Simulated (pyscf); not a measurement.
Optimised with ωB97X-D3(BJ)/def2-SVP in PySCF.

SMILES: [OH][Nb]([F])([F])([F])[Cl]
```xyz
7

O     -1.3183    -0.3256    -1.1418
Nb    -0.3166     1.2245    -1.2942
F      0.4340     0.9285     0.3651
F      0.5988     2.8571    -1.2976
F     -1.8484     2.2083    -1.5964
Cl     0.8544     0.5027    -3.1119
H     -1.8642    -1.1040    -1.0085
```
Charge 0, spin multiplicity 1.

Task: What is the homolytic dissociation enthalpy (298 K, ωB97M-D3(BJ)/def2-TZVP) of the Cl–Nb bond of HO–Nb(F)(F)(F)–Cl, to [HO–Nb(F)(F)–F]• + Cl•?

Result: Cl–Nb to [HO–Nb(F)(F)–F]• + Cl•: 3.48 eV. The 7 functionals that were run give +3.44 (M06-2X) to +3.92 eV (r²SCAN). The radicals are drawn with the spin at the cut bond; how far it spreads was not checked. Other isomers of [HO–Nb(F)(F)–F]• were not searched in full and may lie lower. Left out: the spin-orbit lowering of Cl. Open-shell species with a d-block atom are single-reference here; other states, and whether the spin sits on metal or ligand, were not checked. Elements past Kr carry the def2 core potentials, without spin-orbit coupling.
